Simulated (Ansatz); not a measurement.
Two isomers of C4H6O: A = `C=C=CCO`, B = `C#CCOC`.

Computed with Ansatz on PBE0-D4/def2-TZVP structures; ΔE is electronic, products minus reactants. CBS: MP2 limit from def2 TZ/QZ plus the TZ coupled-cluster correction, frozen cores. DFT in def2-TZVPP. B3LYP here is the variant with VWN-RPA as its local correlation; programs differ in this. Each species was taken in one conformer, which may not be the lowest.

A:

```xyz
11

C    -1.9735    0.6951    0.9109
C    -0.9660    0.4897    0.1157
C     0.0429    0.2626   -0.6750
C     1.0280   -0.8506   -0.4663
O     2.3490   -0.3706   -0.3250
H    -1.8845    1.3422    1.7776
H    -2.9372    0.2300    0.7292
H     0.2134    0.9152   -1.5289
H     0.7211   -1.4577    0.3935
H     1.0467   -1.5006   -1.3450
H     2.3600    0.2447    0.4133
```

B:

```xyz
11

C     0.419   -2.196    1.832
C     0.441   -1.284    1.054
C     0.499   -0.182    0.111
O    -0.793    0.286   -0.175
C    -0.765    1.353   -1.084
H     0.394   -3.005    2.523
H     1.118    0.626    0.534
H     1.000   -0.519   -0.811
H    -0.199    2.207   -0.687
H    -1.796    1.660   -1.255
H    -0.317    1.055   -2.042
```

Task: Which is lower in electronic energy at CCSD(T)/CBS, and by how much? (An estimate is asked.)

Result: Ansatz gave: A, by 60.2 kJ/mol.

Task: Give E(B) − E(A) in kJ/mol with r2SCAN-D4, B3LYP-D4, MP2/def2-TZVPP, CCSD(T)/def2-SVP, CCSD(T)/def2-TZVPP, PBE0-D4, LDA (SPW92). (Best estimate.)

Result: The calculation gave: r2SCAN-D4 75.4, B3LYP-D4 69.9, MP2/def2-TZVPP 50.3, CCSD(T)/def2-SVP 53.4, CCSD(T)/def2-TZVPP 58.4, PBE0-D4 74.8, LDA (SPW92) 81.6. None reverses the order clearly.

Task: Does the order hold for the free energy at 298.15 K (harmonic terms from PBE0-D4)? (Estimate.)

Result: Computed: Yes: G(B) − G(A) = +59.3 kJ/mol, for one conformer each.

Largest T1 diagnostic: 0.012.

From BLYP to BHLYP (50 % exact exchange), in def2-TZVPP and without D4, E(B) − E(A) moves by −7.9 kJ/mol. At CCSD(T), def2-SVP lies −6.7 kJ/mol from the extrapolated value and def2-TZVPP −1.7 kJ/mol.
